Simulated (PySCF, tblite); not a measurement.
# C3H5O radical: geometry, infrared bands and EPR parameters

What infrared bands and EPR parameters should C3H5O radical (`O[C]1CC1`) show?

The runs use tblite 0.8.0 and PySCF 2.14.0, with density-fitted response routines of our own; the level of theory stands in each step. All values are computed, except where a source is named. Atoms count from 0, in the outputs and in this text.

## Step 1: The starting structure

9 atoms, charge 0, multiplicity 2; geometry from: force field or distance geometry start.

Bonds of the start (Å): O0–C1 1.39, C1–C2 1.45, C2–C3 1.50, C3–C1 1.45, O0–H4 0.96, C2–H5 1.07, C2–H6 1.09, C3–H7 1.07, C3–H8 1.09.

## Step 2: Geometry optimisation with GFN2-xTB

The job: settings as JSON, then the geometry in Å.

```
{"job": {"kind": "relax", "xc": "GFN2-xTB", "basis": "xTB"}, "charge": 0, "multiplicity": 2}
O      1.711100    -0.211100    -0.018700
C      0.424700    -0.113000    -0.524800
C     -0.693700    -0.648600     0.224900
C     -0.525700     0.833600     0.026000
H      2.336200    -0.378000    -0.727600
H     -0.487200    -1.079300     1.185000
H     -1.442700    -1.159700    -0.375500
H     -1.134300     1.345000    -0.685700
H     -0.174800     1.417100     0.871000
```

On the command line:

```sh
OMP_NUM_THREADS=1 python probes_run.py task.json out
```

This one command runs all jobs of the session in turn.

**Question.** This job is followed by: GFN2-xTB harmonic vibrations, gas phase; UKS B3LYP, pcH-1 on C H O, non-relativistic, mean-field spin-orbit, GIAO. Predict these results of the whole session: strongest single infrared mode (GFN2-xTB); zero-point energy (GFN2-xTB); g(iso) (B3LYP); ⟨S²⟩; largest a(iso) (averaged by class); surface potential, 1st and 99th percentile.

As calculated:

| quantity | value |
| --- | --- |
| strongest single infrared mode (GFN2-xTB) | 1208 cm⁻¹, 150 km/mol |
| zero-point energy (GFN2-xTB) | 44.4 kcal/mol |
| g(iso) (B3LYP) | 2.00328 |
| ⟨S²⟩ | 0.753 (exact 0.75) |
| largest a(iso) (averaged by class) | 13C on C1, 402.8 MHz |
| surface potential, 1st and 99th percentile | -1.39 V and 2.46 V |

What this shows: The optimisation took 115 steps and gained 0.355 eV; among the close pairs (by a distance rule), O0–C1 changed most, from 1.386 to 1.362 Å. All 21 modes are real, so the xTB geometry is a minimum. The strongest single mode, at 1208 cm⁻¹, moves mainly H4. Unscaled tight-binding wavenumbers are off by several per cent, some by more. Its intensities can rank the bands wrongly. Most of the unpaired spin sits on C1 (0.79 e). The isotropic g lies 1.0 ppt above the free-electron value.
